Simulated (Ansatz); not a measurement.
# MgHF (triplet): wave-function methods side by side, 6-31G

Aim: climb from Hartree-Fock through coupled cluster for MgHF (triplet) at one geometry and basis, and see what each rung misses.

The runs use Ansatz 0.2.0, Gaussian basis; 6-31G, core rule «outside noble gas», up to 6 orbitals frozen.

To be run: UHF; CCSD(T) on ROHF; CCSD(T) on UHF; BCCD(T) on ROHF; CISD as a restricted active space (open shells left free, so some higher excitations enter); CCSDT(Q) on ROHF; CCSDT(Q) on UHF; CISDTQ; CCSDTQ on ROHF; CCSDTQ on UHF.

18 further runs of the same task are left out: 7 for a known fault of the program, 5 that didn't finish, 6 set aside as unsound or not needed. Runs told in other sessions of the task aren't counted.

### Step 1. The geometry

The geometry is a PBE0/def2-TZVP stationary point (not a proven minimum) of the parent state, kept for this charge and spin.

3 atoms, charge 0, spin multiplicity 3.

Atoms are counted from 1 here; the program's logs count them from 0.

Bond lengths: F1–Mg2 1.756 Å, Mg2–H3 1.688 Å. Angles: F1–Mg2–H3 180.0°.

### Step 2. UHF

Input file in.yaml:

```yaml
crystal:
  periodic: [false, false, false]
  atoms:
    - {symbol: F, position_ang: [0.000000, 0.000000, 1.733100]}
    - {symbol: Mg, position_ang: [0.000000, 0.000000, -0.022700]}
    - {symbol: H, position_ang: [0.000000, 0.000000, -1.710400]}
basis:
  gaussian: {orbitals: 6-31G}
magnetization: {spin_polarized: true, initial_magnetization: 2}
hamiltonian: {xc: hf}
output: {orbitals: {seedname: orbitals}}
```

Run with:

```bash
$ ansatz run in.yaml --threads 1 --pin off --events-out ev --progress --plain --max-ram 2393MiB
```

The runs that follow: CCSD(T) on ROHF; CCSD(T) on UHF; BCCD(T) on ROHF; CISD as a restricted active space (open shells left free, so some higher excitations enter); CCSDT(Q) on ROHF; CCSDT(Q) on UHF; CISDTQ; CCSDTQ on ROHF; CCSDTQ on UHF.

Q: Predict the results of all the runs planned. Wanted: UCCSDTQ from the RHF energy; RMP2 from UCCSDTQ; UMP2 from UCCSDTQ; RCCSD from UCCSDTQ; RCCSD(T) from UCCSDTQ; UCCSD(T) from UCCSDTQ; RCCSDT(Q) from UCCSDTQ; UCCSDT(Q) from UCCSDTQ; T1 diagnostic.

**Answer**, as computed:

```
                         quantity                                                                               value
      UCCSDTQ from the ROHF energy                                                                          -3.8608 eV
                RMP2 from UCCSDTQ                                                                        +11.0 kJ/mol
                UMP2 from UCCSDTQ                                                                         +9.9 kJ/mol
               RCCSD from UCCSDTQ                                                                         +8.5 kJ/mol
            RCCSD(T) from UCCSDTQ                                                                         +2.0 kJ/mol
            UCCSD(T) from UCCSDTQ                                                                         +2.0 kJ/mol
           RCCSDT(Q) from UCCSDTQ                                                                         +0.2 kJ/mol
           UCCSDT(Q) from UCCSDTQ                                                                         -0.5 kJ/mol
levels within 1 kcal/mol (43 meV)  RCCSD(T), UCCSD(T), BCCD(T), RCCSDT, UCCSDT, CISDTQ, RCCSDT(Q), UCCSDT(Q), RCCSDTQ
                    T1 diagnostic                                                                               0.030
```

What this shows: RCCSD(T) misses by +2.0 kJ/mol, 0.5 % of the correlation energy. These misses are within one basis, not against nature; the frozen cores of restricted and unrestricted runs differ, which can shift their rows.

With open shells the CI space here admits some higher excitations, so it is larger than plain CISD.
